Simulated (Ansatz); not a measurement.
2H MoTe2 was calculated with LDA (plane waves, PAW; Ansatz, a first-principles code).

Run with plane-wave cutoff 520 eV, 12×12×4 k mesh (along the axes of the cell as run), Fermi–Dirac smearing 0.01 eV, no spin polarisation, scalar-relativistic PAW data made under PBE.

The cell is scaled about its equilibrium volume:

Shape and atoms are relaxed at each volume.

| V (Å³/atom) | P (GPa) | direct gap at Γ (eV) | c (Å) | a (Å) |
|---|---|---|---|---|
| 23.015 | 2.01 | 2.961 | 13.442 | 3.444 |
| 23.494 | 0.89 | 2.978 | 13.600 | 3.460 |
| 23.974 | 0.00 | 3.004 | 13.772 | 3.473 |
| 24.453 | -0.68 | 3.037 | 13.961 | 3.484 |
| 24.932 | -1.16 | 3.082 | 14.171 | 3.491 |

The fundamental gap (0.64 eV at the equilibrium volume, with added k points) lies elsewhere than Γ–Γ.

Note: the bulk modulus comes from volumes at which shape and atoms were relaxed.

Spin–orbit coupling is not included; with these elements it can move the gap by several tenths of an eV or more.
